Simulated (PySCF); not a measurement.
**[HO2]− (hydroperoxide(1-)) at 6 levels**

Wanted: a comparison of 6 runs (HF/STO-3G, HF/3-21G, B3LYP/6-31G*, B2PLYP/def2-TZVPPD, BHLYP/def2-TZVPPD, wB97X/def2-TZVPPD) of [HO2]− (hydroperoxide(1-)). 

Program for the calculation: PySCF 2.14.0.

1 further run of the same task is left out (set aside as unsound or not needed).

## Step 1: The structure to begin with

[HO2]−: 3 atoms, total charge -1, spin state singlet. SMILES: `[O-]O`. The shape is that of a PBE0-D4/def2-TZVPD optimisation.

Bond lengths: O1–O2 1.479 Å, O2–H3 0.961 Å. Angles: O1–O2–H3 100.1°.

## Step 2: The energy at HF/STO-3G (run 1)

Contents of input.xyz:

```xyz
3
HO2
O     -0.357760     1.025590    -0.080830
O     -0.242260    -0.445880    -0.180750
H      0.600030    -0.579720     0.261570
```

Contents of input.py:

```python
from pyscf import gto, scf

mol = gto.M(
    atom='input.xyz',
    verbose=3,
    charge=-1,
    max_memory=1860,
    basis='sto-3g',
)

mf = scf.RHF(mol)
mf.conv_tol = 1e-10
mf.kernel()
if not mf.converged:
    mf = mf.newton().run(mf.mo_coeff, mf.mo_occ)

etot = mf.e_tot
print('Final energy', etot)
```

The run is started by

```console
$ OMP_NUM_THREADS=1 python input.py
```

The log of the run:

```text
converged SCF energy = -147.931636316745
Final energy -147.93163631674486
```

It took 0.91 s on 1 thread of Arm Neoverse N1, shared host; peak memory 0.1 GiB.

## Step 3: The energy at HF/3-21G (run 2)

Contents of job.py:

```python
from pyscf import gto

mol = gto.M(
    atom=[
    ('O', (-0.357760, 1.025590, -0.080830)),
    ('O', (-0.242260, -0.445880, -0.180750)),
    ('H', (0.600030, -0.579720, 0.261570)),
],
    basis='3-21g',
    max_memory=1860,
    verbose=3,
    charge=-1,
)

hf = mol.RHF()
hf.conv_tol = 1e-10
hf.kernel()
if not hf.converged:
    hf = hf.newton().run(hf.mo_coeff, hf.mo_occ)

energy = hf.e_tot
print('Final energy', energy)
```

The run is started by

```console
$ OMP_NUM_THREADS=1 python job.py
```

The log of the run:

```text
converged SCF energy = -149.291819871428
Final energy -149.291819871428
```

Wall time 1.1 s (1 thread of Arm Neoverse N1, shared host); peak memory 0.12 GiB.

Runs 3 to 4 aren't shown in full; the table further down has their settings and results.

## Step 4: A single-point energy at BHLYP/def2-TZVPPD (run 5)

input.xyz is that of step 2.

Contents of job.py:

```python
from pyscf import gto, dft

mol = gto.M(
    atom='input.xyz',
    max_memory=1860,
    verbose=3,
    basis='def2-tzvppd',
    charge=-1,
    spin=0,
)

mf = dft.RKS(mol, xc='bhandhlyp')
mf.conv_tol = 1e-10
mf.grids.level = 5
mf.kernel()
if not mf.converged:
    mf = mf.newton().run(mf.mo_coeff, mf.mo_occ)

e_final = mf.e_tot
print('Final energy', e_final)
```

The run is started by

```console
$ OMP_NUM_THREADS=1 python job.py
```

The log of the run:

```text
converged SCF energy = -150.923037128421
Final energy -150.9230371284208
```

Wall time 14 s (1 thread of Arm Neoverse N1, shared host); peak memory 0.46 GiB.

## Step 5: A single-point energy at wB97X/def2-TZVPPD (run 6)

Contents of run.py:

```python
# hydroperoxide(1-)
from pyscf import gto, dft

molecule = gto.M(
    atom='O -0.357760 1.025590 -0.080830; O -0.242260 -0.445880 -0.180750; H 0.600030 -0.579720 0.261570',
    basis='def2-tzvppd',
    verbose=4,
    spin=0,
    max_memory=1860,
    charge=-1,
)

calc0 = dft.RKS(molecule)
calc0.xc = 'wb97x'
calc0.grids.level = 5
calc0.conv_tol = 1e-10
calc0.kernel()
if not calc0.converged:
    calc0 = calc0.newton().run(calc0.mo_coeff, calc0.mo_occ)

etot = calc0.e_tot
print('Final energy', etot)
```

The run is started by

```console
$ OMP_NUM_THREADS=1 python run.py
```

The log of the run:

```text
PySCF version 2.14.0

[INPUT] num. atoms = 3
[INPUT] num. electrons = 18
[INPUT] charge = -1
[INPUT] spin (= nelec alpha-beta = 2S) = 0
[INPUT] symmetry False subgroup None
[INPUT] Mole.unit = angstrom
[INPUT] Symbol           X                Y                Z      unit          X                Y                Z       unit  Magmom
[INPUT]  1 O     -0.357760000000   1.025590000000  -0.080830000000 AA   -0.676068418324   1.938084216093  -0.152746562649 Bohr   0.0
[INPUT]  2 O     -0.242260000000  -0.445880000000  -0.180750000000 AA   -0.457805050937  -0.842591084421  -0.341567997015 Bohr   0.0
[INPUT]  3 H      0.600030000000  -0.579720000000   0.261570000000 AA    1.133892366523  -1.095512028933   0.494295662402 Bohr   0.0

nuclear repulsion = 29.527067214085
number of shells = 35
number of NR pGTOs = 129
number of NR cGTOs = 97
basis = def2-tzvppd
ecp = {}

******** <class 'pyscf.dft.rks.RKS'> ********
method = RKS
initial guess = minao
damping factor = 0
level_shift factor = 0
DIIS = <class 'pyscf.scf.diis.CDIIS'>
diis_start_cycle = 1
diis_space = 8
diis_damp = 0
SCF conv_tol = 1e-10
SCF conv_tol_grad = None
SCF max_cycles = 50
direct_scf = True
direct_scf_tol = 1e-13
XC library pyscf.dft.libxc version 7.0.0
    S. Lehtola, C. Steigemann, M. J.T. Oliveira, and M. A.L. Marques.,  SoftwareX 7, 1–5 (2018)
XC functionals = wb97x
radial grids:
    Treutler-Ahlrichs [JCP 102, 346 (1995); DOI:10.1063/1.469408] (M4) radial grids

becke partition: Becke, JCP 88, 2547 (1988); DOI:10.1063/1.454033
pruning grids: <function nwchem_prune>
grids dens level: 5
symmetrized grids: False
atomic radii adjust function: <function treutler_atomic_radii_adjust>
small_rho_cutoff = 0
Set gradient conv threshold to 1e-05
Initial guess from minao.
tot grids = 109496
init E= -150.700749895056
  HOMO = -0.324465456314242  LUMO = -0.0816126566042357  gap/eV = 6.60836
cycle= 1 E= -150.82606759315  delta_E= -0.125  |g|= 0.771  |ddm|= 1.23
  HOMO = 0.170705961299459  LUMO = 0.234228881453222  gap/eV = 1.72855
cycle= 2 E= -150.781680918259  delta_E= 0.0444  |g|= 1.01  |ddm|=  1.5
  HOMO = -0.0300452189356914  LUMO = 0.233349597628531  gap/eV = 7.16734
cycle= 3 E= -150.965009294847  delta_E= -0.183  |g|= 0.122  |ddm|= 0.868
  HOMO = -0.0345392854432543  LUMO = 0.234853974593151  gap/eV = 7.33056
cycle= 4 E= -150.966880076207  delta_E= -0.00187  |g|= 0.0616  |ddm|= 0.0852
  HOMO = -0.0387683963212685  LUMO = 0.236408682419963  gap/eV = 7.48795
cycle= 5 E= -150.967508777525  delta_E= -0.000629  |g|= 0.0168  |ddm|= 0.0459
  HOMO = -0.0439840416966121  LUMO = 0.236120126379369  gap/eV = 7.62202
cycle= 6 E= -150.967569485809  delta_E= -6.07e-05  |g|= 0.00288  |ddm|= 0.0272
  HOMO = -0.044732515150694  LUMO = 0.235887566774739  gap/eV = 7.63606
cycle= 7 E= -150.967573204812  delta_E= -3.72e-06  |g|= 0.000597  |ddm|= 0.00772
  HOMO = -0.0447455354577519  LUMO = 0.235854538004482  gap/eV = 7.63552
cycle= 8 E= -150.967573673427  delta_E= -4.69e-07  |g|= 0.000171  |ddm|= 0.00325
  HOMO = -0.0447428596926023  LUMO = 0.235846998309773  gap/eV = 7.63524
cycle= 9 E= -150.967573713348  delta_E= -3.99e-08  |g|= 6.09e-05  |ddm|= 0.000842
  HOMO = -0.0447342739742172  LUMO = 0.235848173745341  gap/eV = 7.63504
cycle= 10 E= -150.967573718957  delta_E= -5.61e-09  |g|= 1.68e-05  |ddm|= 0.000323
  HOMO = -0.044729523982652  LUMO = 0.235848641026829  gap/eV = 7.63492
cycle= 11 E= -150.967573719332  delta_E= -3.75e-10  |g|= 4.83e-06  |ddm|= 7.89e-05
  HOMO = -0.0447286984350992  LUMO = 0.235849028660802  gap/eV = 7.63491
cycle= 12 E= -150.967573719367  delta_E= -3.5e-11  |g|= 1.95e-06  |ddm|= 2.75e-05
  HOMO = -0.044729350179027  LUMO = 0.235849013693954  gap/eV = 7.63493
Extra cycle  E= -150.967573719368  delta_E= -1.02e-12  |g|= 1.84e-06  |ddm|= 5.58e-06
converged SCF energy = -150.967573719368
Final energy -150.96757371936826
```

Wall time 21 s (1 thread of Arm Neoverse N1, shared host); peak memory 0.46 GiB.

## Step 6: Overview of the runs

| run | level | integration grid | frozen core orbitals | energy (Eh) | HOMO energy (eV) | LUMO energy (eV) | HOMO–LUMO gap (eV) | wall time |
| --- | --- | --- | --- | --- | --- | --- | --- | --- |
| 1 | HF/STO-3G | – | – | -147.931636 | 5.00 | 27.00 | 21.99 | 0.91 s |
| 2 | HF/3-21G | – | – | -149.291820 | -0.58 | 15.15 | 15.72 | 1.1 s |
| 3 | B3LYP/6-31G* (spherical functions) | 5 | – | -150.881684 | 3.99 | 9.07 | 5.08 | 4.5 s |
| 4 | B2PLYP/def2-TZVPPD | 5 | 2 | -150.916205 | -0.28 | 5.41 | 5.69 | 14 s |
| 5 | BHLYP/def2-TZVPPD | 5 | – | -150.923037 | -0.28 | 5.29 | 5.57 | 14 s |
| 6 | wB97X/def2-TZVPPD | 5 | – | -150.967574 | -1.22 | 6.42 | 7.63 | 21 s |

## Step 7: Outcome

```
                                                    quantity          value
                                         run 6: total energy  -150.96757 Eh
                                          run 6: HOMO energy       -1.22 eV
                                          run 6: LUMO energy        6.42 eV
run 6: HOMO–LUMO gap (to an unbound level, set by the basis)        7.63 eV
```

**Reading.** The HOMO–LUMO gap runs from 5.08 eV (B3LYP/6-31G*) to 21.99 eV (HF/STO-3G). The two ends differ in method and basis. The empty levels of an anion lie above zero and hang on the basis. Totals of different functionals can't be ranked against each other. In runs 1, 3 the HOMO lies above zero, so the outermost electron may be held by the basis alone. In run 1 the basis is minimal, so the values are rough. All runs together took 56 s, the longest 21 s.
